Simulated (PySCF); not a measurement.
C₂H₆N (doublet state).
Numbering: `[CH2:1][NH:2][CH3:3]` (hydrogens: H4, H5 on C1; H6 on N2; H7, H8, H9 on C3)

Computed, not measured: PySCF, PBE0-D3(BJ)/def2-SVP geometry optimisation, gas phase.

List the bond lengths and angles at this level.

| bond | length (Å) | order |
| --- | --- | --- |
| C1–N2 | 1.380 | single |
| N2–C3 | 1.436 | single |
| C1–H4 | 1.094 | single |
| C1–H5 | 1.092 | single |
| N2–H6 | 1.013 | single |
| C3–H7 | 1.109 | single |
| C3–H8, C3–H9 | 1.101 | single |

Bonds in one row agree within 0.01 Å and their mean is given. Orders are formal, as drawn. A selection of angles:
| angle | degrees |
| --- | --- |
| N2–C1–H4 | 116.4 |
| N2–C1–H5 | 116.6 |
| H4–C1–H5 | 118.2 |
| C1–N2–C3 | 120.0 |
| C1–N2–H6 | 114.8 |
| C3–N2–H6 | 114.4 |
| N2–C3–H7 | 113.9 |
| N2–C3–H8 | 109.5 |
| H7–C3–H8 | 107.3 |

Of the pairs four or more bonds apart, H4···H8 is among the closest relative to their van der Waals radii: 2.48 Å, 104 % of the sum of Bondi's values. C1 (carbon bonded to N and 2 H) has angles 118.2°, 116.6° and 116.4°, sum 351.2°, 0.20 Å off the plane of its three neighbours. N2 (nitrogen bonded to 2 C and H) has angles 120.0°, 114.8° and 114.4°, sum 349.2°, 0.24 Å off the plane of its three neighbours. The 2 C–N bonds span 1.380 Å (C1–N2, drawn single) to 1.436 Å (N2–C3, drawn single), a spread of 0.056 Å.

No frequency check. ⟨S²⟩ = 0.753 (exact for a doublet: 0.75). Torsions: H–C1–N2–C3 37° and -176°.
